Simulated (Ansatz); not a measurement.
We consider tetragonal perovskite BaTiO3 (room-temperature form, which distorts further on cooling), described by PBE-D4 in Ansatz (plane waves, PAW).

The input as run:

Ansatz 0.2 input:
```yaml
crystal:
  lattice:
    - [4.0249836571, 0.0, 0.0]
    - [0.0, 4.0249836571, 0.0]
    - [0.0, 0.0, 4.1752798715]
  atoms:
    - { symbol: Ba, position: [0.0, 0.0, 0.0076186794] }
    - { symbol: Ti, position: [0.5, 0.5, 0.5244095187] }
    - { symbol: O, position: [0.5, 0.5, 0.9670748498] }
    - { symbol: O, position: [0.0, 0.5, 0.482448476] }
    - { symbol: O, position: [0.5, 0.0, 0.482448476] }
basis:
  ecutwfc: 520
  ecutrho_ratio: 4
  xc_grid: 2
kpoints:
  mp_grid: { grid: [8, 8, 8] }
hamiltonian:
  xc: pbe
  dispersion: d4
  pseudopotentials: { kind: paw }
scf:
  occupations: { method: fermi_dirac, width: 0.01 }
output:
  forces: true
  stress: true
  eigenvalues: true
relax:
  f_tol: 0.004
  escape_saddle: false
  max_steps: 80
  cell: { stress_tol: 0.02, fix: [volume] }
```

The run printed, among other lines:

```
Relaxation: its limit of steps is 80 (relax.max_steps)
Crystal: 5 atoms, lattice volume = 67.642 Å³
Basis set: ecut = 520 eV, 1847 PW (Γ), exchange–correlation on 60×60×64 points (8 copies of the dense FFT grid, shifted against one another)
Bands: 25, of which v1, the nominal top of the filled ones, is band 20 counted from 1 (19 counted from 0)
Symmetry: 8 space group operations
Space group: P4mm (ITA 99), of the structure as read, at distance tolerance 4.1e-5 Å
k-points: 75 of 512 (time reversal used)
Functional: x = pbe(κ = 0.804, μ = 0.2195149727645171), c = pbe(β = 0.06672455060314922)
SCF iter   1: F=—  HF=-10160.639937 eV  |F-HF|=—  |Δ(HF+E_count)|=         —  Δρ=1.68e-3  dr2=1.13e-3
SCF iter   2: F=—  HF=-10160.640253 eV  |F-HF|=—  |Δ(HF+E_count)|=   3.15e-4  Δρ=8.27e-4  dr2=2.71e-4
  ...
SCF 1 converged in 6 iterations: F = -10160.640248 eV  dr2 = 1.61e-8
Crystal: 5 atoms, lattice volume = 67.642 Å³
Initial density: handed on by an earlier stage of this run
SCF 2 converged in 6 iterations: F = -10160.643879 eV  dr2 = 1.71e-8
  ...
Basis set: ecut = 520 eV, 1815 PW (Γ), exchange–correlation on 60×60×64 points (8 copies of the dense FFT grid, shifted against one another)
SCF 4 converged in 6 iterations: F = -10160.658323 eV  dr2 = 1.29e-8
Crystal: 5 atoms, lattice volume = 67.642 Å³
SCF 5 converged in 6 iterations: F = -10160.660975 eV  dr2 = 2.10e-8
Crystal: 5 atoms, lattice volume = 67.642 Å³
SCF 6 converged in 6 iterations: F = -10160.661242 eV  dr2 = 9.01e-10
Crystal: 5 atoms, lattice volume = 67.642 Å³
SCF 7 converged in 6 iterations: F = -10160.661252 eV  dr2 = 6.41e-11
Crystal: 5 atoms, lattice volume = 67.642 Å³
SCF iter   9: F=-10160.661266 eV  HF=-10160.661266 eV  |F-HF|=0.00e0  |Δ(HF+E_count)|=  1.82e-12  Δρ=2.75e-9  dr2=1.50e-15
SCF iter  10: F=-10160.661266 eV  HF=-10160.661266 eV  |F-HF|=0.00e0  |Δ(HF+E_count)|=    0.00e0  Δρ=1.95e-10  dr2=2.69e-17
SCF 8 converged in 10 iterations: F = -10160.661266 eV  dr2 = 2.69e-17
SCF converged after 10 iterations
Free energy (F): -10160.661266 eV
Internal energy: -10160.661266 eV  (E = F + TS)
E sigma→0 (E₀):  -10160.661266 eV
Fermi energy:    10.778080 eV
--- Forces (eV/Å), atoms counted from 1 ---
  atom   1  Ba    -0.00000000     0.00000000     0.00004255
  atom   2  Ti     0.00000000     0.00000000     0.00335119
  atom   3  O      0.00000000     0.00000000    -0.00394906
  atom   4  O     -0.00000000    -0.00000000     0.00027895
  atom   5  O      0.00000000     0.00000000     0.00027895
--- Stress (GPa, compression-positive) ---
       -3.161836      -0.000000       0.000000
       -0.000000      -3.161836       0.000000
        0.000000      -0.000000      -3.171752
  P = ⅓ Tr σ = -3.1651 GPa (-31.651 kbar)
```

The cell is one volume of an energy–volume scan, off the minimum.

Note: the relaxation could not lower the start's symmetry, so the cell can be a saddle point above a distorted one.

Computing time: about 70 core-seconds (a rough figure).

Ansatz is a first-principles code.
